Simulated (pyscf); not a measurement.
Single points on ωB97X-D3(BJ)/def2-SVP structures (PySCF, gas phase).

Task: For HO–B(OH)–OH + BH₃ → H₂B–OH + HO–BH–OH, a four-centre exchange (singlet surface; B–O, B–H broken, B–O, B–H formed), PBE/def2-TZVP gives ΔE‡ = -1.4 kcal/mol and ΔE = -9.8 kcal/mol (zero: the separated reactants). In which direction and how far do PBE0-D3(BJ)/def2-TZVP, M06-2X/def2-TZVP, ωB97M-D3(BJ)/def2-TZVP move these?

Result: PBE0-D3(BJ): ΔE‡ = -0.3 kcal/mol, ΔE = -7.4 kcal/mol; M06-2X: ΔE‡ = 3.5 kcal/mol, ΔE = -5.6 kcal/mol; ωB97M-D3(BJ): ΔE‡ = 2.8 kcal/mol, ΔE = -7.1 kcal/mol. PBE's barrier lies under all of them, by 1.1 to 4.9 kcal/mol. Its reaction energy lies under all of them, by 2.5 to 4.2 kcal/mol. On the reactant side the descent ends in an adduct with a B–O contact (not fully relaxed), 16.4 kcal/mol under the separated species and 19.4 kcal/mol under the saddle at ωB97X-D3(BJ)/def2-TZVP. On the product side the descent ends in a complex (not fully relaxed), 5.1 kcal/mol under the separated species and 14.8 kcal/mol under the saddle at ωB97X-D3(BJ)/def2-TZVP. At PBE, PBE0-D3(BJ) the saddle lies under the separated reactants, which points to a path from their complex (located at ωB97X-D3(BJ) alone). What is counted as formed (B–O) is already present as a longer contact in the reactant adduct; forming that adduct is a step of its own. The products may also form a dative adduct at H₂B–OH; it and routes through it were not searched. One saddle was located; it need not be the lowest between these sides.
